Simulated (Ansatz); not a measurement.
H₆N₂Si (`N[SiH2]N`), relaxed with RKS PBE0-D4/def2-TZVP in the Gaussian-basis code of Ansatz from a PBE-D4/def2-SVP geometry. The force threshold is 0.005 eV/Å; the program also tests the step.

The species carries charge 0 and has multiplicity 1.

Start:

```xyz
9

N     1.353    0.588    0.107
Si   -0.359    0.328    0.260
N    -0.730   -1.159   -0.559
H     2.010   -0.094    0.493
H     1.722    1.539    0.182
H    -0.947    1.618   -0.272
H    -0.941    0.111    1.641
H    -1.569   -1.678   -0.293
H    -0.540   -1.252   -1.560
```

Problem. By how much does the energy fall, and how many steps does the optimiser take? (Best estimate.)

Solution. Computed: 0.05 eV, in 7 steps, 1 of them rejected.

Problem. Which bonds change most? (Best estimate.)

Solution. Ansatz gave: Si2–N3 from 1.738 to 1.711 Å; N1–Si2 from 1.738 to 1.711 Å; Si2–H7 from 1.514 to 1.493 Å; Si2–H6 from 1.514 to 1.493 Å.

Problem. Give the relaxed structure. (An estimate is asked.)

Solution. The calculation gave: 
```xyz
9

N     1.330    0.583    0.146
Si   -0.358    0.328    0.260
N    -0.747   -1.117   -0.569
H     1.990   -0.098    0.484
H     1.708    1.515    0.157
H    -0.938    1.595   -0.275
H    -0.922    0.109    1.624
H    -1.534   -1.675   -0.283
H    -0.528   -1.241   -1.544
```
